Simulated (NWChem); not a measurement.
## Correlation energy of C2H5

```
C
H 1 1.1024
H 1 1.1038 2 108.10
H 1 1.1117 2 106.25 3 -113.23
C 1 1.4877 2 112.16 4 -122.72
H 5 1.0930 1 121.18 2 28.65
H 5 1.0933 6 117.50 1 -172.46
```
Charge 0, spin multiplicity 2.

Everything below was run with NWChem. All single points use one geometry, from UB3LYP/def2-SVP, a minimum by its harmonic frequencies.

Basis set: 6-311G**. Each correlation energy counts from its own Hartree-Fock reference.

The correlated methods keep 2 core orbitals frozen. The Pople sets run with spherical d functions. The structure started from a generated list of species. The stability of the SCF solutions was not checked. Open-shell Hartree-Fock references start from PBE0 orbitals. Coupled-cluster values serve here as a point of comparison, not as the truth.

### Question
Order these methods by the correlation energy they give, lowest first: CCSD(T) on ROHF, CCSD(T) on UHF, CCSD on ROHF, SCS-UMP2.

### Answer
CCSD(T) on ROHF (-332.6 mHa), CCSD(T) on UHF (-327.8 mHa), CCSD on ROHF (-323.7 mHa), SCS-UMP2 (-288.3 mHa)
